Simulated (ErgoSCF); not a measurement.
# Two attempts at C2HS (SMILES [CH]=C=S)

Aim: the energy of C2HS at UPBE with 40 % exact exchange/6-31+G.

Program for the calculation: ErgoSCF 3.8.

8 further runs of the same task are left out: 7 that didn't finish, 1 set aside as unsound or not needed.

## Step 1: The structure to begin with

C2HS has 4 atoms, charge 0, and is taken as a doublet. As SMILES, `[CH]=C=S`. The coordinates come from a GFN2-xTB relaxation.

Bond lengths: C1–C2 1.217 Å, C2–S3 1.627 Å, C1–H4 1.049 Å. Angles: C1–C2–S3 179.6°, C2–C1–H4 178.1°.

## Step 2: Try one

ergo.in reads:

```
set_nthreads(1)
molecule_inline
C   -0.62863629   1.10749289  -0.63604402
C    0.38359551  -0.69946323   0.36507619
S    1.72382707  -3.11065928   1.72254205
H   -1.47876738   2.70264851  -1.45157423
EOF
scf.output_mulliken_pop = 1
scf.use_diagonalization = 1
scf.convergence_threshold = 1e-06
spin_polarization = 1
scf.max_number_of_iterations = 91
basis = "6-31+G"
XC.type = "LMG"
tmpdir = "."
run "B97D"
```

Started as:

```bash
$ ergo < ergo.in
```

Log:

```text
INMA ERGO version 3.8
INMA C (charge=6.0) -0.628636 1.107493 -0.636044
INMA C (charge=6.0) 0.383596 -0.699463 0.365076
INMA S (charge=16.0) 1.723827 -3.110659 1.722542
INMA H (charge=1.0) -1.478767 2.702649 -1.451574
INMA  output_mulliken_pop := 1
INMA  use_diagonalization := 1
INMA  convergence_threshold := 1e-06
INMA  spin_polarization := 1
INMA  max_number_of_iterations := 91
INMA  basis := 6-31+G
INMA Basis really set to 6-31+G
INMA  type := LMG
INMA running B97D
ERMA error in dft_setfunc
```

Standard output:

```text
Inline main molecule with 4 atoms.
line 16: RUN failed
line 16: Aborted.
```

Wall time 0.83 s (1 thread of Intel Xeon at 2.50GHz (Skylake/Cascade Lake), shared host); peak memory 0.27 GiB.

## Step 3: Reading the log

The input was rejected.

The telling line is `ERMA error in dft_setfunc`. Cause: the input names a functional that the program doesn't know. To mend it: functional PBE with 40 % exact exchange in place of B97D.

## Step 4: Try two

input.ego reads:

```
# C2HS
set_nthreads("env")
tmpdir = "."
scf.max_number_of_iterations = 80
scf.output_mulliken_pop = 1
basis = "6-31+G"
scf.use_diagonalization = 1
XC.type = "LMG"
spin_polarization = 1
scf.convergence_threshold = 1e-06
molecule_inline
C   -0.62863629   1.10749289  -0.63604402
C    0.38359551  -0.69946323   0.36507619
S    1.72382707  -3.11065928   1.72254205
H   -1.47876738   2.70264851  -1.45157423
EOF
run "Combine hf=0.4 pbex=0.6 pbec=1"
```

Started as:

```bash
$ ergo input.ego
```

Log:

```text
[...]
INDF Weighted mixed functional:
[...]
INSC Energy   1 =       -239.81626114903
[...]
INDE E_LUMO =         -0.14776247728
[...]
INSC Energy  28 =       -474.62343787676  ( diff     -0.000000000313776 )
[...]
RESC CONVERGED after  28 iterations.
RESC FINAL ENERGY:       -474.62343787676
RESC FINAL <S2> =          0.77730097877
[...]
INSC SCF: dipole_moment_x [atomic units] =      -0.28068038
INSC SCF: dipole_moment_y [atomic units] =       0.53105039
INSC SCF: dipole_moment_z [atomic units] =      -0.27499739
[...]
```

Run time: 36 s. Hardware: 1 thread of Intel Xeon at 2.50GHz (Skylake/Cascade Lake), shared host; peak memory 0.27 GiB.

## Step 5: What came out

Level: UPBE with 40 % exact exchange/6-31+G.

| quantity | value |
| --- | --- |
| total energy | -474.62344 Eh |
| dipole moment | 1.68 D |
| ⟨S²⟩ | 0.777 |

What this shows: Mulliken charges run from -0.41 on C2 to +0.34 on H4; in a basis this large or diffuse they mean little.
